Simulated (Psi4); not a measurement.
**SiHF (SMILES F[SiH]) at 3 levels**

Wanted: a comparison of 3 runs (HF/STO-3G, MP2/3-21G, CCSD(T)/6-311++G(2d,2p)) of SiHF. 

Program for the calculation: Psi4 1.11.

2 further runs of the same task are left out: 2 set aside as unsound or not needed.

## Step 1: The molecule

The species is SiHF (3 atoms), meant as a singlet with charge 0. As SMILES, `F[SiH]`. The coordinates come from a PBE0-D4/def2-TZVP relaxation.

Bond lengths: F1–Si2 1.612 Å, Si2–H3 1.541 Å. Angles: F1–Si2–H3 96.3°.

## Step 2: Energy and gradient at HF/STO-3G (run 1)

fhsi.py reads:

```python
import psi4

psi4.set_memory(1600000000)
psi4.set_num_threads(1)
psi4.core.set_output_file('psi4.out', False)

mol = psi4.geometry("""
F
Si 1 1.612168
H 2 1.540551 1 96.30929
symmetry c1
""")

psi4.set_options(dict(basis='STO-3G', puream=True, e_convergence=1e-09, d_convergence=1e-08, scf_type='pk'))

energy_value, wavefunction = psi4.gradient("scf", return_wfn=True)
psi4.oeprop(wavefunction, "MAYER_INDICES", "LOWDIN_CHARGES", "WIBERG_LOWDIN_INDICES", title="SCF")
print('gradient / Eh bohr^-1')
print(energy_value.np.round(6))
print(f'energy = {wavefunction.energy():.10f} Eh')
```

Started as:

```sh
$ python fhsi.py
```

psi4.out:

```text
[...]
  Running in c1 symmetry.
[...]
  Nuclear repulsion =   48.194571950340311
[...]
  Multiplicity = 1
[...]
  Nalpha       = 12
  Nbeta        = 12
[...]
    Number of basis functions: 15
[...]
   @RHF iter   1:  -384.13401265436892   -1.26979e+00   1.18294e-02 ADIIS/DIIS
[...]
   @RHF iter  10:  -384.16843485257687   -3.41061e-13   1.67522e-09 DIIS
[...]
    Orbital Energies [Eh]
    ---------------------
    Doubly Occupied:
       1A    -67.923716     2A    -25.819379     3A     -5.925472
       4A     -3.943145     5A     -3.942714     6A     -3.940723
       7A     -1.428388     8A     -0.598528     9A     -0.468141
      10A     -0.429625    11A     -0.401785    12A     -0.230890
[...]
  @RHF Final Energy:  -384.16843485257687
   => Energetics <=
    Nuclear Repulsion Energy =             48.1945719503403112
    One-Electron Energy =                -634.6210002062074409
    Two-Electron Energy =                 202.2579934032902713
    Total Energy =                       -384.1684348525768655
[...]
 Multipole Moments:
 ------------------------------------------------------------------------------------
     Multipole            Electronic (a.u.)      Nuclear  (a.u.)        Total (a.u.)
 ------------------------------------------------------------------------------------
 L = 1.  Multiply by 2.5417464519 to convert [e a0] to [Debye]
 Dipole X            :         -1.5306539            1.4349602           -0.0956937
 Dipole Y            :          1.4282676           -1.6896620           -0.2613943
 Dipole Z            :         -0.0000000            0.0000000           -0.0000000
 Magnitude           :                                                    0.2783600
[...]
  -Total Gradient:
     Atom            X                  Y                   Z
    ------   -----------------  -----------------  -----------------
       1       -0.005631364482     0.006988404455     0.000000000000
       2       -0.024591563390     0.002282264070    -0.000000000000
       3        0.030222927871    -0.009270668524    -0.000000000000
[...]
```

On the terminal:

```text
gradient / Eh bohr^-1
[[-0.005631  0.006988  0.      ]
 [-0.024592  0.002282 -0.      ]
 [ 0.030223 -0.009271 -0.      ]]
energy = -384.1684348526 Eh
```

Wall time 1.2 s (1 thread of Intel Xeon 6975P-C (Granite Rapids), shared host); peak memory 0.18 GiB.

## Step 3: A single-point energy at MP2/3-21G (run 2)

job.inp reads:

```
memory 1600 mb

molecule molecule1 {
  0 1
  F     -2.06017942     0.04610932    -1.13818204
  Si     0.35300084     1.18939362     0.32843440
  H      1.68639159    -1.35795719     0.78480326
  units au
  symmetry c1
  no_reorient
  no_com
}

set basis 3-21G
set reference rhf
set puream true
set e_convergence 1e-09
set d_convergence 1e-08
set scf_type pk
set num_frozen_docc 6
set mp2_type conv

E, wfn = energy("mp2", return_wfn=True)
```

Started as:

```sh
$ psi4 job.inp job.out -n 1
```

job.out:

```text
[...]
  Running in c1 symmetry.
[...]
  Nuclear repulsion =   48.194575458699973
[...]
  Multiplicity = 1
[...]
  Nalpha       = 12
  Nbeta        = 12
[...]
    Number of basis functions: 24
[...]
   @RHF iter   1:  -386.85375853952792   -7.42933e-01   1.13954e-02 DIIS/ADIIS
[...]
   @RHF iter  10:  -386.88109567409145   -3.97904e-13   1.87730e-09 DIIS
[...]
    Orbital Energies [Eh]
    ---------------------
    Doubly Occupied:
       1A    -68.357000     2A    -26.128238     3A     -6.158770
       4A     -4.250955     5A     -4.250372     6A     -4.248654
       7A     -1.558329     8A     -0.728372     9A     -0.639036
      10A     -0.616249    11A     -0.551458    12A     -0.348523
[...]
  @RHF Final Energy:  -386.88109567409145
   => Energetics <=
    Nuclear Repulsion Energy =             48.1945754586999726
    One-Electron Energy =                -634.4794298874542164
    Two-Electron Energy =                 199.4037587546627321
    Total Energy =                       -386.8810956740915117
[...]
 Multipole Moments:
 ------------------------------------------------------------------------------------
     Multipole            Electronic (a.u.)      Nuclear  (a.u.)        Total (a.u.)
 ------------------------------------------------------------------------------------
 L = 1.  Multiply by 2.5417464519 to convert [e a0] to [Debye]
 Dipole X            :         12.3428182          -11.9132114            0.4296067
 Dipole Y            :        -15.5812720           15.7085374            0.1272654
 Dipole Z            :          5.1133553           -4.8607535            0.2526018
 Magnitude           :                                                    0.5143599
[...]
	SCS-MP2 Total Energy (a.u.)        :  -387.04185027329203
	SOS-MP2 Total Energy (a.u.)        :  -387.02927965084365
	SCSN-MP2 Total Energy (a.u.)       :  -386.94746856061914
[...]
	SOS-PI-MP2 Total Energy (a.u.)     :  -387.05397698030231
[...]
	MP2 Total Energy (a.u.)            :  -387.04229418873018
[...]
```

Wall time 1.1 s (1 thread of Intel Xeon 6975P-C (Granite Rapids), shared host); peak memory 0.18 GiB.

## Step 4: A single-point energy at CCSD(T)/6-311++G(2d,2p) (density fitting, density fitting for correlation) (run 3)

input.json reads:

```json
{
  "schema_name": "qcschema_input",
  "schema_version": 1,
  "molecule": {
    "schema_name": "qcschema_molecule",
    "schema_version": 2,
    "symbols": ["F", "Si", "H"],
    "geometry": [-2.06017942, 0.04610932, -1.13818204, 0.35300084, 1.18939362, 0.3284344, 1.68639159, -1.35795719, 0.78480326],
    "molecular_charge": 0,
    "molecular_multiplicity": 1
  },
  "driver": "energy",
  "model": {
    "method": "ccsd(t)",
    "basis": "6-311++G(2d,2p)"
  },
  "keywords": {
    "freeze_core": true,
    "scf_type": "df",
    "cc_type": "df"
  }
}
```

Started as:

```sh
$ psi4 --qcschema input.json -n 1 --memory 1600MB
```

stdout:

```text
[...]
  Running in cs symmetry.
[...]
  Nuclear repulsion =   48.194575458699951
[...]
  Multiplicity = 1
[...]
  Nalpha       = 12
  Nbeta        = 12
[...]
    Number of basis functions: 72
[...]
   @DF-RHF iter   1:  -388.95686290822761   -7.37136e-01   6.03135e-03 ADIIS/DIIS
[...]
   @DF-RHF iter  10:  -388.99349128276680   -5.85487e-12   7.97973e-09 DIIS
[...]
    Orbital Energies [Eh]
    ---------------------
    Doubly Occupied:
       1Ap   -68.842417     2Ap   -26.294080     3Ap    -6.182159
       4Ap    -4.285401     1App   -4.285144     5Ap    -4.283077
       6Ap    -1.591530     7Ap    -0.762880     8Ap    -0.675348
       2App   -0.659500     9Ap    -0.567239    10Ap    -0.353250
[...]
  @DF-RHF Final Energy:  -388.99349128276680
   => Energetics <=
    Nuclear Repulsion Energy =             48.1945754586999513
    One-Electron Energy =                -636.8120843401702587
    Two-Electron Energy =                 199.6240175987034604
    Total Energy =                       -388.9934912827667972
[...]
 Multipole Moments:
 ------------------------------------------------------------------------------------
     Multipole            Electronic (a.u.)      Nuclear  (a.u.)        Total (a.u.)
 ------------------------------------------------------------------------------------
 L = 1.  Multiply by 2.5417464519 to convert [e a0] to [Debye]
 Dipole X            :         -1.6230584            2.1060013            0.4829429
 Dipole Y            :          0.7549499           -0.6919729            0.0629770
 Dipole Z            :          0.0000000            0.0000000            0.0000000
 Magnitude           :                                                    0.4870318
[...]
      * MP2 total energy:                  -389.313265016161
[...]
      * CCSD total energy:                 -389.330861032154
[...]
      * CCSD(T) total energy                -389.340501409798
[...]
```

The result, in JSON:

```text
{
 "driver": "energy",
 "model": {
  "method": "ccsd(t)",
  "basis": "6-311++G(2d,2p)"
 },
 "success": true,
 "return_result": -389.34050140979826,
 "properties": {
  "calcinfo_nbasis": 72,
  "calcinfo_nmo": 72,
  "calcinfo_nalpha": 12,
  "calcinfo_nbeta": 12,
  "calcinfo_natom": 3,
  "nuclear_repulsion_energy": 48.19457545869995,
  "return_energy": -389.34050140979826,
  "scf_one_electron_energy": -636.8120843401703,
  "scf_two_electron_energy": 199.62401759870346,
  "scf_dipole_moment": [0.48294288630646265, 0.06297697003878366, 0.0],
  "scf_total_energy": -388.9934912827668,
  "scf_iterations": 10,
  "mp2_same_spin_correlation_energy": -0.07737597363533585,
  "mp2_opposite_spin_correlation_energy": -0.24239775975938413,
  "mp2_singles_energy": 0.0,
  "mp2_doubles_energy": -0.31977373339472,
  "mp2_correlation_energy": -0.31977373339472,
  "mp2_total_energy": -389.3132650161615,
  "ccsd_same_spin_correlation_energy": -0.06924791530540568,
  "ccsd_opposite_spin_correlation_energy": -0.26812183408132306,
  "ccsd_singles_energy": 0.0,
  "ccsd_doubles_energy": -0.33736974938672876,
  "ccsd_correlation_energy": -0.33736974938672876,
  "ccsd_total_energy": -389.3308610321535,
  "ccsd_iterations": 16,
  "ccsd_prt_pr_correlation_energy": -0.3470101270314461,
  "ccsd_prt_pr_total_energy": -389.34050140979826
 }
}
```

It took 3.9 s on 1 thread of Intel Xeon 6975P-C (Granite Rapids), shared host; peak memory 0.23 GiB.

## Step 5: All runs side by side

```csv
run,level,task,frozen core orbitals,energy (Eh),HOMO energy (eV),LUMO energy (eV),HOMO–LUMO gap (eV),wall time
1,HF/STO-3G,gradient,0,-384.168435,-6.28,6.34,12.63,1.2 s
2,MP2/3-21G,energy,6,-387.042294,-9.48,0.62,10.11,1.1 s
3,"CCSD(T)/6-311++G(2d,2p) (density fitting, density fitting for correlation)",energy,6,-389.340501,-9.61,0.22,9.83,3.9 s
```

## Step 6: Summary of results

| quantity | value |
| --- | --- |
| run 3: total energy | -389.34050 Eh |
| run 3: HOMO energy (Hartree–Fock orbitals) | -9.61 eV |
| run 3: LUMO energy (Hartree–Fock orbitals) | 0.22 eV |
| run 3: HOMO–LUMO gap (Hartree–Fock orbitals) | 9.83 eV |
| run 3: correlation energy (6 core orbitals frozen) | -347.0 mEh |
| run 3: (T) correction | -9.64 mEh |
| run 3: T1 diagnostic | 0.016 |

In words: In run 1 the basis is minimal, so the values are rough. All runs together took 6.3 s, the longest 3.9 s.
